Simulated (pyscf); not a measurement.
silane (SiH₄) + silanone (O=SiH₂) → disiloxane (H₃Si–O–SiH₃) (addition across a multiple bond or ene-type step; singlet surface; H–Si broken, O–Si, H–Si formed). PySCF, gas phase, ωB97X-D3(BJ)/def2-SVP geometries. Correlated levels are frozen-core, on RHF or UHF. ΔMP2 is the change of the MP2 total energy from the triple- to the quadruple-zeta basis. Energies in kcal/mol from the separated reactants.

| level | barrier | reaction energy |
|---|---|---|
| ωB97X-D3(BJ)/def2-TZVP | -6.9 | -71.9 |
| r²SCAN/def2-TZVP | -5.2 | -68.3 |
| M06-2X/def2-TZVP | -5.3 | -73.4 |
| ωB97M-D3(BJ)/def2-TZVP | -3.9 | -68.5 |
| HF/def2-TZVP | 3.4 | -76.6 |
| MP2/def2-QZVPP | -3.0 | -68.6 |
| CCSD(T)/def2-TZVPP + ΔMP2(QZVPP) | -2.5 | -68.6 |

On the reactant side the descent ends in a complex, 7.3 kcal/mol under the separated species and 0.4 kcal/mol under the saddle at ωB97X-D3(BJ)/def2-TZVP. At ωB97X-D3(BJ), r²SCAN, M06-2X, ωB97M-D3(BJ), MP2, CCSD(T) the saddle lies under the separated reactants, which points to a path from their complex (located at ωB97X-D3(BJ) alone). One saddle was located; it need not be the lowest between these sides. The CCSD(T) − MP2 part came from Ansatz, without density fitting, on the same reference.
